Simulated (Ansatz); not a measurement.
A run of Ansatz (development build ahead of 0.2.0) on doublet CH at this shape:

```json
{"atom": "C", "x (Å)": "0.0000", "y (Å)": "0.0000", "z (Å)": "-0.1485"}
{"atom": "H", "x (Å)": "0.0000", "y (Å)": "0.0000", "z (Å)": "0.8913"}
```

Its results:

| Property | Result |
| --- | --- |
| Converged | yes |
| Reference energy | -38.27219 hartree |
| Correlation energy | -0.07088 hartree |
| Total energy | -38.34308 hartree |
| Spin squared of the determinant | 1.112 |

Task: Which input gives this output? Name the method, the orbitals and the basis set, and write the input.

Result: UHF-MP2 in cc-pVDZ.

```yaml
crystal:
  periodic: [false, false, false]
  atoms:
    - { symbol: C, position_ang: [0.0, 0.0, -0.14855] }
    - { symbol: H, position_ang: [0.0, 0.0, 0.89128] }
basis:
  gaussian: { orbitals: cc-pVDZ }
magnetization:
  spin_polarized: true
  initial_magnetization: 1
hamiltonian:
  xc: hf
correlation:
  method: mp2
  frozen_orbitals: { C: 1, H: 0 }
```

Caution: the unrestricted determinant is spin contaminated.
